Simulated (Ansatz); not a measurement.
`CCC(O)F` at its PBE0-D4/def2-TZVP geometry, where that method's forces vanish. Total charge 0; spin multiplicity 1.

```xyz
12

C     1.1110   -0.9548   -0.0988
C     0.4023    0.1765    0.6241
C    -0.7328    0.7535   -0.1780
O    -1.7191   -0.1952   -0.3251
F    -1.2499    1.8552    0.4927
H     1.9364   -1.3408    0.5019
H     1.5265   -0.6181   -1.0529
H     0.4247   -1.7778   -0.3030
H    -0.0130   -0.1662    1.5762
H     1.0954    0.9921    0.8449
H    -0.3943    1.1391   -1.1503
H    -2.3871    0.1364   -0.9318
```

Problem. What forces (eV/Å) does PBE-D4/def2-TZVPP give on these atoms in the Gaussian-basis code of Ansatz? (Estimate.)

Solution. Ansatz gave: 
```
C1   0.040 -0.024  0.011
C2   0.064 -0.045  0.009
C3   0.333 -0.120 -0.197
O4  -0.126 -0.636  0.220
F5  -0.277  0.679  0.385
H6   0.168 -0.089  0.106
H7   0.083  0.057 -0.188
H8  -0.127 -0.167 -0.045
H9  -0.080 -0.063  0.197
H10  0.133  0.160  0.052
H11  0.102  0.094 -0.246
H12 -0.314  0.154 -0.305
```
